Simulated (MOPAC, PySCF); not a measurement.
CH6Si, SMILES `C[SiH3]`, neutral singlet in the gas phase. 

Cartesian coordinates (Å):
SMILES: [SiH3]C
```xyz
8

C     -0.9858    -0.0685     0.0240
Si     0.8855     0.0615    -0.0216
H     -1.2993    -0.9923     0.5135
H     -1.4003    -0.0632    -0.9857
H     -1.4202     0.7692     0.5725
H      1.4435     0.0538     1.3529
H      1.4706    -1.0791    -0.7680
H      1.3060     1.3186    -0.6877
```
Charge 0, multiplicity 1.

All levels are single points at this geometry (B3LYP-D3(BJ)/def2-TZVP); Pople sets use spherical d functions. Orbital energies aren't observables, and empty levels follow the basis.

PM7 in MOPAC gives gap (eV) = 13.60.

Task: Estimate the gap (eV) from each of these levels: B3LYP-D3(BJ)/def2-TZVP in PySCF; B3LYP/3-21G in PySCF; B3LYP/LANL2DZ in PySCF; BP86/6-31G* in PySCF; PBE/6-31G* in PySCF; HF/3-21G in PySCF; HF/STO-3G in PySCF; AM1 in MOPAC.

Result: 
```tsv
level	gap (eV)
B3LYP-D3(BJ)/def2-TZVP in PySCF	9.41
B3LYP/3-21G in PySCF	10.51
B3LYP/LANL2DZ in PySCF	10.32
BP86/6-31G* in PySCF	8.36
PBE/6-31G* in PySCF	8.26
HF/3-21G in PySCF	17.23
HF/STO-3G in PySCF	24.80
AM1 in MOPAC	13.31
```
